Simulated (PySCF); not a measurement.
Species: difluorophosphane, F₂HP.
Structure used (PBE0-D3(BJ)/def2-SVP), in Å, numbered top down from 1:
```
atom  x, y, z in Å
F1     1.260   -0.543    0.300
P2    -0.129   -0.315   -0.480
F3    -1.128   -0.242    0.780
H4     0.021    1.112   -0.624
```

Computed, not measured: TDDFT CAM-B3LYP/def2-SVPD, vertical, gas phase, core orbitals frozen in the response (PySCF).

Transition dipole moments from the ground state, in atomic units and in the frame of the coordinates above (overall signs are arbitrary), for the states with f of 0.002 or more among the lowest 6:

| state | E (hartree) | μx | μy | μz |
| --- | --- | --- | --- | --- |
| S1 | 0.2188 | -0.460 | 0.058 | 0.093 |
| S2 | 0.2463 | 0.008 | 0.651 | -0.366 |
| S3 | 0.2917 | -0.150 | -0.777 | -0.259 |
| S4 | 0.3612 | -0.010 | -0.475 | 0.247 |
| S5 | 0.3683 | 0.458 | -0.057 | -0.093 |
| S6 | 0.3764 | 0.032 | 0.006 | 0.151 |

(1) What oscillator strength does each state have?

(2) Label these states by symmetry in Cs.

(3) What angle do the transition dipoles of S3 and S5 make?

(4) What peak molar absorption coefficient would the strongest computed level give as a lone Gaussian band 0.5 eV wide at half height?

Answers

(1) f = (2/3) ΔE |μ|² with ΔE in hartree (27.2114 eV).

```tsv
state	|μ|² (au)	|μ| (D)	f
S1	0.224	1.20	0.033
S2	0.558	1.90	0.092
S3	0.693	2.12	0.135
S4	0.286	1.36	0.069
S5	0.222	1.20	0.054
S6	0.024	0.39	0.006
```

(2) Polarised normal to the mirror plane, so A″: S1 and S5. Polarised in the mirror plane, so A′: S2, S3, S4 and S6.

(3) |cos θ| = |μa·μb| / (|μa| |μb|) = 0.00, so θ ≈ 90° (taken between 0 and 90°, since the signs are arbitrary).

(4) ε(max) = 2.175×10⁸ f / FWHM, with the width in cm⁻¹. S3: 2.175×10⁸ × 0.1347 / 4033 ≈ 7300 L mol⁻¹ cm⁻¹.

Time: 3.3 s wall (with the writing of density and orbital grids). Hardware: one thread of an Arm Neoverse V2, no GPU, shared host.
